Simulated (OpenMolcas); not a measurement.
# A workflow on NH2 (SMILES [NH2])

Wanted: the energy (UHF/3-21G), then a single-point energy (CASSCF(3,3)/3-21G), then a single-point energy (CASPT2(3,3)/3-21G), then a single-point energy (SC-NEVPT2(3,3)/3-21G), then a single-point energy (MRCI(3,3)/3-21G) of NH2. 

The results are computed with OpenMolcas 26.06.

### 1 The system as given

NH2: 3 atoms, total charge 0, spin state doublet. As SMILES, `[NH2]`. The N1–H2 distance was set to 2.028 Å, away from the relaxed value. At this shape a bond of the SMILES string is far longer than usual.

Bond lengths: N1–H3 1.014 Å.

### 2 The energy at UHF/3-21G (run 1)

coord.xyz reads:

```xyz
3

N      0.458784    -1.184706     0.128089
H      0.155580     0.820260     0.174790
H     -0.311156    -1.640536    -0.349571
```

step1.input reads:

```
* H2N Hartree-Fock

&GATEWAY
  BasLib = $CurrDir
  Coord = coord.xyz
  Basis = 3-21G
  Group = NoSym

&SEWARD

&SCF
  UHF
  Spin = 2
  Scramble = 0.25
  PrOrbitals = 1 1
```

The basis set 3-21G is read from a file made from the Basis Set Exchange's data (not shown).

Run with:

```sh
export MOLCAS_MEM=1860
pymolcas step1.input > step1.log
```

Output, cut to the lines that bear on the results:

```text
--- Start Module: gateway ---
[...]
--- Stop Module: gateway /rc=_RC_ALL_IS_WELL_ ---
--- Start Module: seward ---
[...]
      Basis functions           13
--- Stop Module: seward /rc=_RC_ALL_IS_WELL_ ---
--- Start Module: scf ---
[...]
       Convergence after  38 Iterations
[...]
::    Total SCF energy                                -55.1213803998
[...]
      Total spin, S                                     0.8646515013
[...]
      Total electronic charge=    9.000000
      Total            charge=   -0.000000
[...]
      Dipole Moment (debye):
      Origin of the operator (angstrom)=    0.3913   -1.0872    0.1010
                   X= -1.4003E+00               Y= -8.1792E-01               Z= -8.6752E-01           Total=  1.8392E+00
      Quadrupole Moment (debye*angstrom):
[...]
--- Stop Module: scf /rc=_RC_ALL_IS_WELL_ ---
[...]
```

It took 1.3 s on 1 thread of Intel Xeon 6975P-C (Granite Rapids), shared host; peak memory 0.37 GiB.

### 3 A single-point energy at CASSCF(3,3)/3-21G (run 2)

coord.xyz is that of step 2.

step2.inp reads:

```
&GATEWAY
  BASLIB = $CurrDir
  COORD = coord.xyz
  BASIS = 3-21G
  GROUP = NoSym

&SEWARD

&RASSCF
  FILEORB = $CurrDir/step1.UnaOrb
  SPIN = 2
  NACTEL = 3 0 0
  INACTIVE = 3
  RAS2 = 3
  ORBLISTING = Nothing
  ORBAPPEAR = Compact
```

The basis set 3-21G is read from a file made from the Basis Set Exchange's data (not shown).

Run with:

```sh
export MOLCAS_MEM=1860
pymolcas step2.inp > step2.log
```

Output, cut to the lines that bear on the results:

```text
--- Start Module: gateway ---
[...]
--- Stop Module: gateway /rc=_RC_ALL_IS_WELL_ ---
--- Start Module: seward ---
[...]
      Basis functions           13
--- Stop Module: seward /rc=_RC_ALL_IS_WELL_ ---
--- Start Module: rasscf ---
[...]
      Number of active orbitals                  3
[...]
      Spin quantum number                      0.5
[...]
      Active orbitals                            3
[...]
      Number of CSFs                             8
[...]
      Number of root(s) required                 1
[...]
      Convergence after  9 iterations
[...]
      printout of CI-coefficients larger than  0.05 for root  1
      energy=     -55.164753
      conf/sym  111     Coeff  Weight
             1  2u0  -0.84797 0.71905
             4  udu   0.26408 0.06974
             6  uud   0.15247 0.02325
             8  0u2  -0.43355 0.18797
      Natural orbitals and occupation numbers for root  1
      sym 1:   1.531081   1.000000   0.468919
      ************************************************************************************************************************
      *                                                    Final results                                                     *
[...]
::    RASSCF root number  1 Total energy:    -55.16475283
[...]
      Total electronic charge=    9.000000
      Total            charge=   -0.000000
[...]
      Dipole Moment (debye):
      Origin of the operator (angstrom)=    0.3913   -1.0872    0.1010
                   X= -1.4493E+00               Y= -6.1345E-01               Z= -8.7283E-01           Total=  1.7996E+00
      Quadrupole Moment (debye*angstrom):
[...]
--- Stop Module: rasscf /rc=_RC_ALL_IS_WELL_ ---
[...]
```

Wall time 1.1 s (1 thread of Intel Xeon 6975P-C (Granite Rapids), shared host); peak memory 0.37 GiB.

### 4 A single-point energy at CASPT2(3,3)/3-21G (run 3)

coord.xyz is that of step 3.

step3.inp reads:

```
&gateway
baslib = $CurrDir
coord = coord.xyz
basis = 3-21G
group = NoSym
&seward
&rasscf
fileorb = $CurrDir/step2.RasOrb
spin = 2
nactel = 3 0 0
inactive = 3
ras2 = 3
orblisting = Nothing
orbappear = Compact
&caspt2
imaginary = 0.1
frozen = 1
```

The basis set 3-21G is read from a file made from the Basis Set Exchange's data (not shown).

Run with:

```sh
export MOLCAS_MEM=1860
pymolcas step3.inp > step3.log
```

Output, cut to the lines that bear on the results:

```text
--- Start Module: gateway ---
[...]
--- Stop Module: gateway /rc=_RC_ALL_IS_WELL_ ---
[...]
      Basis functions           13
[...]
--- Start Module: rasscf ---
[...]
      Number of active orbitals                  3
[...]
      Spin quantum number                      0.5
[...]
      Active orbitals                            3
[...]
      Number of CSFs                             8
[...]
      Number of root(s) required                 1
[...]
      Convergence after  4 iterations
[...]
      printout of CI-coefficients larger than  0.05 for root  1
      energy=     -55.164753
      conf/sym  111     Coeff  Weight
             1  2u0  -0.84797 0.71905
             4  udu   0.26408 0.06974
             6  uud   0.15247 0.02325
             8  0u2  -0.43355 0.18797
      Natural orbitals and occupation numbers for root  1
      sym 1:   1.531082   1.000000   0.468918
      ************************************************************************************************************************
      *                                                    Final results                                                     *
[...]
::    RASSCF root number  1 Total energy:    -55.16475283
[...]
      Total electronic charge=    9.000000
      Total            charge=   -0.000000
[...]
      Dipole Moment (debye):
      Origin of the operator (angstrom)=    0.3913   -1.0872    0.1010
                   X= -1.4493E+00               Y= -6.1346E-01               Z= -8.7283E-01           Total=  1.7996E+00
      Quadrupole Moment (debye*angstrom):
[...]
--- Stop Module: rasscf /rc=_RC_ALL_IS_WELL_ ---
--- Start Module: caspt2 ---
[...]
 ###    WARNING: User changed nr of frozen orbitals.                         ###
 ###############################################################################
[...]
      E2 (Variational):          -0.0610566112
      Total energy:             -55.2258094378
[...]
      Reference weight:           0.98099
[...]
::    CASPT2 Root  1     Total energy:    -55.22580944
[...]
--- Stop Module: caspt2 /rc=_RC_ALL_IS_WELL_ ---
[...]
```

Wall time 1.1 s (1 thread of Intel Xeon 6975P-C (Granite Rapids), shared host); peak memory 0.37 GiB.

### 5 The energy at SC-NEVPT2(3,3)/3-21G (run 4)

coord.xyz is that of step 4.

step4.inp reads:

```
* H2N NEVPT2

&GATEWAY
  BasLib=$CurrDir
  Coord=coord.xyz
  Basis=3-21G
  Group=NoSym

&SEWARD

&RASSCF
  FileOrb=$CurrDir/step2.RasOrb
  Spin=2
  Nactel=3 0 0
  Inactive=3
  Ras2=3
  OrbListing=Nothing
  OrbAppear=Compact

&CASPT2
  SC-NEVPT2
  Frozen=1
```

The basis set 3-21G is read from a file made from the Basis Set Exchange's data (not shown).

Run with:

```sh
export MOLCAS_MEM=1860
pymolcas step4.inp > step4.log
```

Output, cut to the lines that bear on the results:

```text
--- Start Module: gateway ---
[...]
--- Stop Module: gateway /rc=_RC_ALL_IS_WELL_ ---
[...]
      Basis functions           13
[...]
--- Start Module: rasscf ---
[...]
      Number of active orbitals                  3
[...]
      Spin quantum number                      0.5
[...]
      Active orbitals                            3
[...]
      Number of CSFs                             8
[...]
      Number of root(s) required                 1
[...]
      Convergence after  4 iterations
[...]
      printout of CI-coefficients larger than  0.05 for root  1
      energy=     -55.164753
      conf/sym  111     Coeff  Weight
             1  2u0  -0.84797 0.71905
             4  udu   0.26408 0.06974
             6  uud   0.15247 0.02325
             8  0u2  -0.43355 0.18797
      Natural orbitals and occupation numbers for root  1
      sym 1:   1.531082   1.000000   0.468918
      ************************************************************************************************************************
      *                                                    Final results                                                     *
[...]
::    RASSCF root number  1 Total energy:    -55.16475283
[...]
      Total electronic charge=    9.000000
      Total            charge=   -0.000000
[...]
      Dipole Moment (debye):
      Origin of the operator (angstrom)=    0.3913   -1.0872    0.1010
                   X= -1.4493E+00               Y= -6.1346E-01               Z= -8.7283E-01           Total=  1.7996E+00
      Quadrupole Moment (debye*angstrom):
[...]
--- Stop Module: rasscf /rc=_RC_ALL_IS_WELL_ ---
--- Start Module: caspt2 ---
[...]
 ###    WARNING: User changed nr of frozen orbitals.                         ###
 ###############################################################################
[...]
      E2 (Variational):          -0.0592631994
[...]
      E2 (Variational):          -0.0591876730
      Total energy:             -55.2239404995
[...]
      Reference weight:           0.98207
[...]
::    SC-NEVPT2 Root  1     Total energy:    -55.22394050
[...]
--- Stop Module: caspt2 /rc=_RC_ALL_IS_WELL_ ---
[...]
```

It took 1.1 s on 1 thread of Intel Xeon 6975P-C (Granite Rapids), shared host; peak memory 0.37 GiB.

### 6 The energy at MRCI(3,3)/3-21G (run 5)

coord.xyz is that of step 5.

step5.inp reads:

```
&GATEWAY
 BasLib
 $CurrDir
 Coord
 coord.xyz
 Basis
 3-21G
 Group
 NoSym

&SEWARD

&RASSCF
 FileOrb
 $CurrDir/step2.RasOrb
 Spin
 2
 Nactel
 3 0 0
 Inactive
 3
 Ras2
 3
 OrbListing
 Nothing
 OrbAppear
 Compact

&MOTRA
 LumOrb
 Frozen
 1

&GUGA
 Electrons
 7
 Spin
 2
 Inactive
 2
 Active
 3
 CIAll
 1

&MRCI
 SDCI
```

The basis set 3-21G is read from a file made from the Basis Set Exchange's data (not shown).

Run with:

```sh
export MOLCAS_MEM=1860
pymolcas step5.inp > step5.log
```

Output, cut to the lines that bear on the results:

```text
--- Start Module: gateway ---
[...]
--- Stop Module: gateway /rc=_RC_ALL_IS_WELL_ ---
[...]
      Basis functions           13
[...]
      Number of active orbitals                  3
[...]
      Spin quantum number                      0.5
[...]
      Active orbitals                            3
[...]
      Number of CSFs                             8
[...]
      Number of root(s) required                 1
[...]
      Convergence after  4 iterations
[...]
      printout of CI-coefficients larger than  0.05 for root  1
      energy=     -55.164753
      conf/sym  111     Coeff  Weight
             1  2u0  -0.84797 0.71905
             4  udu   0.26408 0.06974
             6  uud   0.15247 0.02325
             8  0u2  -0.43355 0.18797
      Natural orbitals and occupation numbers for root  1
      sym 1:   1.531082   1.000000   0.468918
      ************************************************************************************************************************
      *                                                    Final results                                                     *
[...]
::    RASSCF root number  1 Total energy:    -55.16475283
[...]
      Dipole Moment (debye):
      Origin of the operator (angstrom)=    0.3913   -1.0872    0.1010
                   X= -1.4493E+00               Y= -6.1346E-01               Z= -8.7283E-01           Total=  1.7996E+00
      Quadrupole Moment (debye*angstrom):
[...]
      *** WARNING: Default frozen orbitals is overwritten by user input.
      *** Default values:   1
[...]
--- Start Module: guga ---
[...]
--- Stop Module: guga /rc=_RC_ALL_IS_WELL_ ---
--- Start Module: mrci ---
[...]
       (But an ACPF correction will be computed)
       USE THE DEFAULT ACPF G-VALUE GFAC=  0.28571428571428570
[...]
                      CI ENERGY:   -55.23503153
[...]
                ACPF CORRECTION:    -0.00141103
[...]
      Total electronic charge=    9.000000
      Total            charge=   -0.000000
[...]
     ACPF CORRECTION:     -0.00141103
[...]
  CI State   1     Total energy:    -55.23503153     QDav:     -0.00199144     QACPF:     -0.00141103
[...]
--- Stop Module: mrci /rc=_RC_ALL_IS_WELL_ ---
[...]
```

It took 1.1 s on 1 thread of Intel Xeon 6975P-C (Granite Rapids), shared host; peak memory 0.37 GiB.

### 7 Outcome

| quantity | value |
| --- | --- |
| run 1, UHF/3-21G: total energy | -55.12138 Eh |
| run 1, UHF/3-21G: dipole moment | 1.84 D |
| run 1, UHF/3-21G: HOMO energy (highest over α and β) | -12.36 eV |
| run 1, UHF/3-21G: LUMO energy (lowest over α and β) | 3.98 eV |
| run 1, UHF/3-21G: ⟨S²⟩ | 1.612 |
| run 2, CASSCF(3,3)/3-21G: total energy | -55.16475 Eh |
| run 2, CASSCF(3,3)/3-21G: dipole moment (CASSCF density) | 1.80 D |
| run 3, CASPT2(3,3)/3-21G: total energy | -55.22581 Eh |
| run 3, CASPT2(3,3)/3-21G: dipole moment (CASSCF density) | 1.80 D |
| run 4, SC-NEVPT2(3,3)/3-21G: total energy | -55.22394 Eh |
| run 4, SC-NEVPT2(3,3)/3-21G: dipole moment (CASSCF density) | 1.80 D |
| run 5, MRCI(3,3)/3-21G: total energy | -55.23503 Eh |
| run 5, MRCI(3,3)/3-21G: dipole moment (CASSCF density) | 1.80 D |

What this shows: ⟨S²⟩ (run 1, UHF/3-21G) is 1.61 where a pure doublet has 0.75: the reference is spin-contaminated. The run (run 1, UHF/3-21G) may have ended on a state above the lowest. Mulliken charges (run 1, UHF/3-21G) run from -0.27 on N1 to +0.28 on H3. Mulliken charges (run 2, CASSCF(3,3)/3-21G) run from -0.27 on N1 to +0.28 on H3.
